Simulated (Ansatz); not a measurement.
# Counterpoise correction, worked out

The pair of H$_{3}$O⁺ (SMILES [OH3+], atoms 1–4) and H$_{2}$O$_{2}$ (SMILES OO, atoms 5–8), both closed shells, in one local arrangement (a lower one may exist), relaxed at PBE0-D4/def2-TZVP:

| atom | x (Å) | y (Å) | z (Å) |
| --- | --- | --- | --- |
| O1 | -0.0162 | -0.0123 | -1.4523 |
| H2 | -0.4896 | 0.5144 | -2.1111 |
| H3 | -0.1996 | 0.2101 | -0.3385 |
| H4 | 0.8972 | -0.1725 | -1.7285 |
| O5 | -0.4200 | 0.2655 | 0.8970 |
| O6 | 0.5141 | -0.6585 | 1.4356 |
| H7 | -0.2183 | 1.1016 | 1.3526 |
| H8 | -0.0673 | -1.2482 | 1.9453 |

Ansatz 0.2.0; basis: def2-TZVPPD; cores frozen in the correlated methods.

CCSD(T) total energies in eV:

| system | geometry | basis functions | energy |
| --- | --- | --- | --- |
| pair | pair | all | -6205.09461 |
| H$_{3}$O⁺ | as in the pair | all (partner as ghosts) | -2084.25256 |
| H$_{2}$O$_{2}$ | as in the pair | all (partner as ghosts) | -4119.00921 |
| H$_{3}$O⁺ | as in the pair | its own | -2084.23763 |
| H$_{2}$O$_{2}$ | as in the pair | its own | -4118.95867 |
| H$_{3}$O⁺ | free (PBE0-D4 minimum) | its own | -2084.79103 |
| H$_{2}$O$_{2}$ | free (PBE0-D4 minimum) | its own | -4118.97672 |

Q: Work out the interaction energy with and without the counterpoise correction, the superposition error, and the binding energy from the relaxed fragments.

A: Without correction: -6205.09461 − (-2084.23763) − (-4118.95867) = -1.89831 eV.
With correction (each fragment in the whole basis): -6205.09461 − (-2084.25256) − (-4119.00921) = -1.83284 eV = -42.27 kcal/mol.
The superposition error is the difference, 0.06547 eV, 3 % of the uncorrected value: each fragment borrows its partner's functions.
Deformation from the free shapes: 0.55340 eV for H$_{3}$O⁺ and 0.01805 eV for H$_{2}$O$_{2}$.
Binding energy from relaxed fragments: -1.83284 + 0.55340 + 0.01805 = -1.26139 eV = -29.09 kcal/mol (electronic, without zero-point energy; negative means bound). The deformation is large: the pair is on the way to a chemical bond or a shared proton. For comparison, the corrected interaction energy by CCSD(T) at an estimated basis limit (MP2 extrapolated from triple and quadruple zeta, plus CCSD(T) − MP2 in triple zeta) is -1.877 eV; triple zeta with the correction binds less.

The T1 diagnostic stays at or below 0.013.

For scale, one of the runs: CCSD(T)/def2-TZVPPD, 205 basis functions (an equivalent command: `ansatz run in.yaml --threads 2`). The run took 37 s on 2 CPU threads (shared host), with 2.8 GiB of host memory at its peak.
